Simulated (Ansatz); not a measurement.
```xyz
2

O     0.0000    0.0000   -0.6745
F     0.0000    0.0000    0.6745
```

Basis set: pcseg-2 (spherical functions). Charge 0, multiplicity 2.

Computed with Ansatz (development build ahead of 0.2.0); each method stands on the lowest determinant of its kind that the runs found.

The atomization energy at this shape (free ground-state atoms in the same class of orbitals less the molecule, no zero-point energy) of doublet OF:

| method | atomization energy |
| --- | --- |
| r²SCAN (unrestricted) | 244.7 kJ/mol |

What does PBE0 (unrestricted) give?

226.9 kJ/mol.

The shape needn't be a minimum at these levels.
